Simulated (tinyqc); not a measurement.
Worked calculation: MP2 on RHF in the sto-3g basis, frozen core, for BH2+, spin multiplicity 1. One step of it, computed by the program tinyqc.

Question. Iteration 8 (converged): orbitals. Diagonalise F' = X^T F X, C = X C', fill 3 alpha and 3 beta electrons from the bottom; D = 2 C_occ C_occ^T. Each column has its largest component positive (the first on a tie).

converged F (hartree):
```
            1B 1s      1B 2s     1B 2px     1B 2py     1B 2pz      2H 1s      3H 1s
1B 1s   -7.920631  -2.300277   0.000000   0.000000   0.009977  -0.407098  -0.407098
1B 2s   -2.300277  -1.413995   0.000000   0.000000  -0.103364  -0.619656  -0.619656
1B 2px   0.000000   0.000000  -0.156268   0.000000   0.000000   0.000000   0.000000
1B 2py   0.000000   0.000000   0.000000  -0.576787   0.000000  -0.459988   0.459988
1B 2pz   0.009977  -0.103364   0.000000   0.000000  -0.208698  -0.200090  -0.200090
2H 1s   -0.407098  -0.619656   0.000000  -0.459988  -0.200090  -0.613354  -0.101064
3H 1s   -0.407098  -0.619656   0.000000   0.459988  -0.200090  -0.101064  -0.613354
```

X:
```
            1B 1s      1B 2s    1B 2px     1B 2py     1B 2pz      2H 1s      3H 1s
1B 1s    1.031460  -0.161083  0.000000   0.000000  -0.009903   0.025658   0.025658
1B 2s   -0.161083   1.198093  0.000000   0.000000   0.084547  -0.262525  -0.262525
1B 2px   0.000000   0.000000  1.000000   0.000000   0.000000   0.000000   0.000000
1B 2py   0.000000   0.000000  0.000000   1.148792   0.000000  -0.250483   0.250483
1B 2pz  -0.009903   0.084547  0.000000   0.000000   1.042215  -0.131677  -0.131677
2H 1s    0.025658  -0.262525  0.000000  -0.250483  -0.131677   1.177069  -0.013065
3H 1s    0.025658  -0.262525  0.000000   0.250483  -0.131677  -0.013065   1.177069
```

Give: F' = X^T F X; orbital energies; coefficients C; D after iteration 8.

Answer.

F' = X^T F X (hartree):
```
        1       2       3       4       5       6       7
1  -7.733  -1.169   0.000   0.000   0.002  -0.024  -0.024
2  -1.169  -0.740   0.000   0.000   0.021  -0.352  -0.352
3   0.000   0.000  -0.156   0.000   0.000   0.000   0.000
4   0.000   0.000   0.000  -0.296   0.000  -0.368   0.368
5   0.002   0.021   0.000   0.000  -0.142  -0.156  -0.156
6  -0.024  -0.352   0.000  -0.368  -0.156  -0.276  -0.026
7  -0.024  -0.352   0.000   0.368  -0.156  -0.026  -0.276
```

orbital energies (hartree): MO1 -7.925, MO2 -0.945, MO3 -0.794, MO4 -0.233, MO5 -0.156, MO6 0.187, MO7 0.248

coefficients C:
```
           MO1     MO2     MO3     MO4    MO5     MO6     MO7
1B 1s    0.992  -0.237   0.000   0.138  0.000  -0.178   0.000
1B 2s    0.029   0.702   0.000  -0.561  0.000   0.893   0.000
1B 2px   0.000   0.000   0.000   0.000  1.000   0.000   0.000
1B 2py   0.000   0.000   0.585   0.000  0.000   0.000   1.050
1B 2pz   0.001   0.107   0.000   0.789  0.000   0.703   0.000
2H 1s   -0.005   0.295   0.401   0.259  0.000  -0.781  -0.781
3H 1s   -0.005   0.295  -0.401   0.259  0.000  -0.781   0.781
```

D after iteration 8:
```
         1B 1s   1B 2s  1B 2px  1B 2py  1B 2pz   2H 1s   3H 1s
1B 1s    2.081  -0.275   0.000   0.000  -0.049  -0.149  -0.149
1B 2s   -0.275   0.988   0.000   0.000   0.150   0.415   0.415
1B 2px   0.000   0.000   0.000   0.000   0.000   0.000   0.000
1B 2py   0.000   0.000   0.000   0.685   0.000   0.469  -0.469
1B 2pz  -0.049   0.150   0.000   0.000   0.023   0.063   0.063
2H 1s   -0.149   0.415   0.000   0.469   0.063   0.496  -0.146
3H 1s   -0.149   0.415   0.000  -0.469   0.063  -0.146   0.496
```
